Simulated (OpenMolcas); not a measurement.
**HS− (hydrosulfide) at 6 levels**

We compute a comparison of 6 runs (HF/pcseg-0, B3LYP/pcseg-0, PBE/pcseg-0, r2SCAN/pcseg-0, MP2/pcseg-0, CISD/pcseg-0) of HS− (hydrosulfide). 

Program for the calculation: OpenMolcas 26.06.

## 1. Starting point

HS− has 2 atoms, charge -1, and is taken as a singlet. As SMILES, `[SH-]`. The S1–H2 distance was set to 1.682 Å, away from the relaxed value.

Bond lengths: S1–H2 1.682 Å.

## 2. The energy at HF/pcseg-0 (run 1)

File test.inp:

```
>>> EXPORT MOLCAS_PRINT=2

&GATEWAY
  BASLIB=$CurrDir
  COORD
  2
  angstrom
  S        0.862085      -0.281862       0.443268
  H       -0.574700       0.187900      -0.295500
  BASIS=pcseg-0
  GROUP=NoSym

&SEWARD

&SCF
  CHARGE=-1
  THRESHOLDS=1e-10 1e-07 1e-07 1e-05
  PRORBITALS=1 1
```

The basis set pcseg-0 is read from a file made from the Basis Set Exchange's data (not shown).

Started as:

```sh
export MOLCAS_MEM=1860
pymolcas test.inp > test.log
```

What it wrote:

```text
--- Start Module: gateway ---
[...]
--- Stop Module: gateway /rc=_RC_ALL_IS_WELL_ ---
--- Start Module: seward ---
[...]
      Basis functions           15
--- Stop Module: seward /rc=_RC_ALL_IS_WELL_ ---
--- Start Module: scf ---
[...]
       Convergence after  12 Iterations
[...]
::    Total SCF energy                               -397.5712738316
[...]
      Total spin, S                                     0.0000000000
[...]
      Total electronic charge=   18.000000
      Total            charge=   -1.000000
[...]
      Dipole Moment (debye):
      Origin of the operator (angstrom)=    0.8182   -0.2675    0.4207
                   X=  4.8289E-01               Y= -1.5788E-01               Z=  2.4829E-01           Total=  5.6547E-01
      Center of Charge (angstrom)
[...]
--- Stop Module: scf /rc=_RC_ALL_IS_WELL_ ---
[...]
```

Run time: 1.4 s. Hardware: 1 thread of Arm Neoverse V2, shared host; peak memory 0.36 GiB.

## 3. The energy at B3LYP/pcseg-0 (run 2)

File test.inp:

```
&GATEWAY
BASLIB
$CurrDir
COORD
2
angstrom
S        0.862085      -0.281862       0.443268
H       -0.574700       0.187900      -0.295500
BASIS
pcseg-0
GROUP
NoSym
&SEWARD
GRIDINPUT
Grid=UltraFine
End of Grid
&SCF
CHARGE
-1
KSDFT
B3LYP
THRESHOLDS
1e-10 1e-07 1e-07 1e-05
PRORBITALS
1 1
```

The basis set pcseg-0 is read from a file made from the Basis Set Exchange's data (not shown).

Started as:

```sh
export MOLCAS_MEM=1860
pymolcas test.inp > test.log
```

What it wrote:

```text
--- Start Module: gateway ---
[...]
--- Stop Module: gateway /rc=_RC_ALL_IS_WELL_ ---
--- Start Module: seward ---
[...]
      Basis functions           15
--- Stop Module: seward /rc=_RC_ALL_IS_WELL_ ---
--- Start Module: scf ---
[...]
       Convergence after  12 Iterations
[...]
::    Total KS-DFT energy                            -398.3157644199
[...]
      Total spin, S                                     0.0000000000
[...]
      Total electronic charge=   18.000000
      Total            charge=   -1.000000
[...]
      Dipole Moment (debye):
      Origin of the operator (angstrom)=    0.8182   -0.2675    0.4207
                   X=  3.8398E-01               Y= -1.2554E-01               Z=  1.9743E-01           Total=  4.4965E-01
      Center of Charge (angstrom)
[...]
--- Stop Module: scf /rc=_RC_ALL_IS_WELL_ ---
[...]
```

It took 2.6 s on 1 thread of Arm Neoverse V2, shared host; peak memory 0.37 GiB.

## 4. A single-point energy at PBE/pcseg-0 (run 3)

File test.input:

```
&gateway
  baslib = $CurrDir
  coord
  2
  angstrom
  S        0.862085      -0.281862       0.443268
  H       -0.574700       0.187900      -0.295500
  basis = pcseg-0
  group = NoSym

&seward
  gridinput
  Grid=UltraFine
  End of Grid

&scf
  charge = -1
  ksdft = PBE
  thresholds = 1e-10 1e-07 1e-07 1e-05
  prorbitals = 1 1
```

The basis set pcseg-0 is read from a file made from the Basis Set Exchange's data (not shown).

Started as:

```sh
export MOLCAS_MEM=1860
pymolcas test.input > test.log
```

What it wrote:

```text
--- Start Module: gateway ---
[...]
--- Stop Module: gateway /rc=_RC_ALL_IS_WELL_ ---
--- Start Module: seward ---
[...]
      Basis functions           15
--- Stop Module: seward /rc=_RC_ALL_IS_WELL_ ---
--- Start Module: scf ---
[...]
       Convergence after  15 Iterations
[...]
::    Total KS-DFT energy                            -398.1220567791
[...]
      Total spin, S                                     0.0000000000
[...]
      Total electronic charge=   18.000000
      Total            charge=   -1.000000
[...]
      Dipole Moment (debye):
      Origin of the operator (angstrom)=    0.8182   -0.2675    0.4207
                   X=  2.4158E-01               Y= -7.8984E-02               Z=  1.2421E-01           Total=  2.8289E-01
      Center of Charge (angstrom)
[...]
--- Stop Module: scf /rc=_RC_ALL_IS_WELL_ ---
[...]
```

Wall time 2.7 s (1 thread of Arm Neoverse V2, shared host); peak memory 0.37 GiB.

Runs 4 to 5 aren't shown in full; the table further down has their settings and results.

## 5. A single-point energy at CISD/pcseg-0 (run 6)

File test.input:

```
* HS CISD

&GATEWAY
 BasLib
 $CurrDir
 Coord
 2
 angstrom
 S        0.862085      -0.281862       0.443268
 H       -0.574700       0.187900      -0.295500
 Basis
 pcseg-0
 Group
 NoSym

&SEWARD

&SCF
 Charge
 -1
 Thresholds
 1e-10 1e-07 1e-07 1e-05
 PrOrbitals
 1 1

&MOTRA
 Frozen
 5

&GUGA
 Electrons
 8
 Spin
 1
 Inactive
 4
 Active
 0
 CIAll
 1

&CPF
 SDCI
```

The basis set pcseg-0 is read from a file made from the Basis Set Exchange's data (not shown).

Started as:

```sh
export MOLCAS_MEM=1860
pymolcas test.input > test.log
```

What it wrote:

```text
--- Start Module: gateway ---
[...]
--- Stop Module: gateway /rc=_RC_ALL_IS_WELL_ ---
[...]
      Basis functions           15
[...]
       Convergence after  12 Iterations
[...]
::    Total SCF energy                               -397.5712738316
[...]
      Total spin, S                                     0.0000000000
[...]
      *** WARNING: Default frozen orbitals is overwritten by user input.
      *** Default values:   5
[...]
--- Start Module: guga ---
[...]
--- Stop Module: guga /rc=_RC_ALL_IS_WELL_ ---
--- Start Module: cpf ---
[...]
      Active orbitals                            0       0
[...]
      Spin quantum number                      0.0
[...]
     FINAL CI ENERGY          -397.63686484
     FINAL CORRELATION ENERGY   -0.06559101  REFERENCE ENERGY    -397.57127383
[...]
     REL. CI ENERGY           -397.63686484
[...]
      Total electronic charge=   18.000000
      Total            charge=   -1.000000
[...]
      Dipole Moment (debye):
      Origin of the operator (angstrom)=    0.8182   -0.2675    0.4207
                   X=  3.5872E-01               Y= -1.1728E-01               Z=  1.8445E-01           Total=  4.2006E-01
      Quadrupole Moment (debye*angstrom):
[...]
--- Stop Module: cpf /rc=_RC_ALL_IS_WELL_ ---
[...]
```

It took 1.6 s on 1 thread of Arm Neoverse V2, shared host; peak memory 0.37 GiB.

## 6. Overview of the runs

```tsv
run	level	integration grid	frozen core orbitals	energy (Eh)	HOMO energy (eV)	LUMO energy (eV)	HOMO–LUMO gap (eV)	wall time
1	HF/pcseg-0	–	–	-397.571274	-1.74	10.21	11.95	1.4 s
2	B3LYP/pcseg-0	UltraFine	–	-398.315764	1.87	6.48	4.62	2.6 s
3	PBE/pcseg-0	UltraFine	–	-398.122057	2.92	5.74	2.82	2.7 s
4	r2SCAN/pcseg-0	UltraFine	–	-398.263494	2.52	5.81	3.29	3.3 s
5	MP2/pcseg-0	–	5	-397.624659	-1.74	10.21	11.95	1.5 s
6	CISD/pcseg-0	–	5	-397.636865	-1.74	10.21	11.95	1.6 s
```

## 7. What came out

| quantity | value |
| --- | --- |
| run 6: total energy | -397.63686 Eh |
| run 6: HOMO energy (Hartree–Fock orbitals) | -1.74 eV |
| run 6: LUMO energy (Hartree–Fock orbitals) | 10.21 eV |
| run 6: HOMO–LUMO gap (to an unbound level, set by the basis) | 11.95 eV |
| run 6: correlation energy (5 core orbitals frozen) | -65.6 mEh |

In words: Below the HF energy at the same shape and in the same basis (pcseg-0): MP2 -53.4 mEh; CISD -65.6 mEh. Over runs 1, 2, 3, 4 the HOMO–LUMO gap runs from 2.82 eV (PBE/pcseg-0) to 11.95 eV (HF/pcseg-0). Exact exchange widens orbital gaps. The empty levels of an anion lie above zero and hang on the basis. Totals of different functionals can't be ranked against each other. In runs 2, 3, 4 the HOMO lies above zero, so the outermost electron may be held by the basis alone. All runs together took 13 s, the longest 3.3 s.
